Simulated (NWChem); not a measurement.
Everything below was run with NWChem. System: FLi, charge 0, spin multiplicity 1, at a geometry optimised with PBE0/def2-SVP. The structure started from a generated list of species. Level: PBE/3-21G.

Input file:

```
start mol
memory heap 200 mb stack 900 mb global 1100 mb
geometry units angstroms nocenter noautoz
  Li     0.000000     0.000000    -1.149193
  F      0.000000     0.000000     0.383064
  symmetry group C2v
end
basis spherical
  * library 3-21g
end
dft
  xc xpbe96 cpbe96
  semidirect memsize 60000000 filesize 0
  iterations 100
end
task dft energy
```

Part of the output:

```
             Northwest Computational Chemistry Package (NWChem) 7.3.0
             --------------------------------------------------------

                                NWChem Input Module
                                -------------------

 Scaling coordinates for geometry "geometry" by  1.889725989
 (inverse scale =  0.529177249)

 Turning off AUTOSYM since
 SYMMETRY directive was detected!

                             Geometry "geometry" -> ""
                             -------------------------

 Output coordinates in angstroms (scale by  1.889725989 to convert to a.u.)

  No.       Tag          Charge          X              Y              Z
 ---- ---------------- ---------- -------------- -------------- --------------
    1 Li                   3.0000     0.00000000     0.00000000    -1.14919300
    2 F                    9.0000     0.00000000     0.00000000     0.38306400

 Effective nuclear repulsion energy (a.u.)       9.3246666342

            Nuclear Dipole moment (a.u.)
            ----------------------------
        X                 Y               Z
 ---------------- ---------------- ----------------
     0.0000000000     0.0000000000    -0.0000056692

      Symmetry information
      --------------------

 Group name             C2v
 Group number             16
 Group order               4
 No. of unique centers     2

      Symmetry unique atoms

     1    2


 Summary of "ao basis" -> "" (spherical)
 ------------------------------------------------------------------------------
       Tag                 Description            Shells   Functions and Types
 ---------------- ------------------------------  ------  ---------------------
 *                           3-21g                    on all atoms

  pbe96 is a nonlocal functional; adding pw91lda local functional.

                                 NWChem DFT Module
                                 -----------------

 Summary of "ao basis" -> "ao basis" (spherical)
 ------------------------------------------------------------------------------
       Tag                 Description            Shells   Functions and Types
[...]
     2     -0.178090  1 Li s                  5     -0.160851  1 Li pz
     9      0.148772  1 Li pz                15      0.141671  2 F  s
     1      0.111211  1 Li s                  6      0.094088  1 Li s
    10     -0.028294  2 F  s

 Vector    5  Occ=2.000000D+00  E=-2.012907D-01  Symmetry=b2
              MO Center= -4.0D-45, -4.6D-17,  2.6D-01, r^2= 8.2D-01
   Bfn.  Coefficient  Atom+Function         Bfn.  Coefficient  Atom+Function
  ----- ------------  ---------------      ----- ------------  ---------------
    17      0.559424  2 F  py                13      0.511438  2 F  py
     4      0.225910  1 Li py                 8      0.049058  1 Li py

 Vector    6  Occ=2.000000D+00  E=-2.012907D-01  Symmetry=b1
              MO Center=  1.0D-16,  3.0D-47,  2.6D-01, r^2= 8.2D-01
   Bfn.  Coefficient  Atom+Function         Bfn.  Coefficient  Atom+Function
  ----- ------------  ---------------      ----- ------------  ---------------
    16      0.559424  2 F  px                12      0.511438  2 F  px
     3      0.225910  1 Li px                 7      0.049058  1 Li px

 Vector    7  Occ=0.000000D+00  E=-6.928925D-02  Symmetry=a1
              MO Center=  2.2D-15, -4.1D-17, -2.2D+00, r^2= 5.2D+00
   Bfn.  Coefficient  Atom+Function         Bfn.  Coefficient  Atom+Function
  ----- ------------  ---------------      ----- ------------  ---------------
     6      0.752396  1 Li s                  5     -0.262165  1 Li pz
     9     -0.223381  1 Li pz                 2      0.195004  1 Li s
     1     -0.167996  1 Li s                 15     -0.059217  2 F  s
    18      0.043420  2 F  pz                14      0.033710  2 F  pz

 Vector    8  Occ=0.000000D+00  E= 6.382030D-03  Symmetry=b2
              MO Center=  5.8D-49,  4.1D-17, -1.1D+00, r^2= 1.0D+01
   Bfn.  Coefficient  Atom+Function         Bfn.  Coefficient  Atom+Function
  ----- ------------  ---------------      ----- ------------  ---------------
     8      0.863137  1 Li py                17     -0.197109  2 F  py
     4      0.186977  1 Li py                13     -0.158641  2 F  py

 Vector    9  Occ=0.000000D+00  E= 6.382033D-03  Symmetry=b1
              MO Center= -2.2D-15,  7.5D-51, -1.1D+00, r^2= 1.0D+01
   Bfn.  Coefficient  Atom+Function         Bfn.  Coefficient  Atom+Function
  ----- ------------  ---------------      ----- ------------  ---------------
     7      0.863137  1 Li px                16     -0.197109  2 F  px
     3      0.186977  1 Li px                12     -0.158641  2 F  px

 center of mass
 --------------
 x =   0.00000000 y =   0.00000000 z =  -0.05703341

 moments of inertia (a.u.)
 ------------------
          42.958953536722           0.000000000000           0.000000000000
           0.000000000000          42.958953536722           0.000000000000
           0.000000000000           0.000000000000           0.000000000000

     Multipole analysis of the density
     ---------------------------------

     L   x y z        total         alpha         beta         nuclear
     -   - - -        -----         -----         ----         -------
     0   0 0 0     -0.000000     -6.000000     -6.000000     12.000000

     1   1 0 0      0.000000      0.000000      0.000000      0.000000
     1   0 1 0      0.000000      0.000000      0.000000      0.000000
     1   0 0 1     -1.824600     -0.912297     -0.912297     -0.000006

     2   2 0 0     -6.112558     -3.056279     -3.056279      0.000000
     2   1 1 0      0.000000      0.000000      0.000000      0.000000
     2   1 0 1      0.000000      0.000000      0.000000      0.000000
     2   0 2 0     -6.112558     -3.056279     -3.056279      0.000000
     2   0 1 1      0.000000      0.000000      0.000000      0.000000
     2   0 0 2     -2.443452    -10.653935    -10.653935     18.864418

 Task  times  cpu:        0.1s     wall:        0.1s

 Total times  cpu:        0.1s     wall:        0.1s
```
